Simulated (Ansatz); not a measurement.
## HNa: an active-space calculation

Computed with Ansatz 0.2.0, Python API.

`cas_hna.py`
```python
"""Active-space calculation on HNa."""

import warnings

import ansatz

BASIS = "cc-pVDZ"

GEOMETRY = """
Na    0.00000    0.00000    0.00000
H     0.00000    0.00000    1.89500
"""

warnings.simplefilter("ignore", ansatz.DeckWarning)

mol = ansatz.Crystal.molecule()
for line in GEOMETRY.strip().splitlines():
    symbol, *xyz = line.split()
    mol = mol.atom(symbol, [float(v) for v in xyz])

job = (
    mol.calculation()
    .basis(gaussian=BASIS)
    .correlation(active_electrons=6, active_orbitals=6)
)
for method in [None]:
    r = (job if method is None else job.correlation(method)).run(threads=1).report
    space = r["configurations"]
    state = space["states"][0]
    print(method or "casscf", f"total {r['free_energy_ev'] / 27.211386246:.6f} Ha, active-space state {state['energy']['hartree']:.6f} Ha, mean field {r['reference_energy_ev'] / 27.211386246:.6f} Ha")
    print("  determinants", state["n_determinants"], " natural occupations", [round(n, 3) for n in space["natural_occupations"]])
print("effectively unpaired electrons, sum of min(n, 2 - n):", round(sum(min(n, 2 - n) for n in space["natural_occupations"]), 3))
```

`python cas_hna.py` gives:
```text
casscf total -162.411024 Ha, active-space state -162.411024 Ha, mean field -162.383977 Ha
  determinants 400  natural occupations [2.0, 2.0, 1.933, 0.057, 0.005, 0.005]
effectively unpaired electrons, sum of min(n, 2 - n): 0.134
```

Notes:
- Total energies depend on the basis set; only differences at equal settings carry meaning.
- The geometry is a force-field or estimated start, not a minimum of this method, and the basis set is short of its limit. The active space starts as a window about the frontier orbitals and is then optimised, not chosen by chemistry.
- Finished in 1.2 s on 1 thread of Arm Neoverse V2 (shared host), peak memory 0.13 GiB.

(Lines on the test bed's own set-up are left out of the output.)
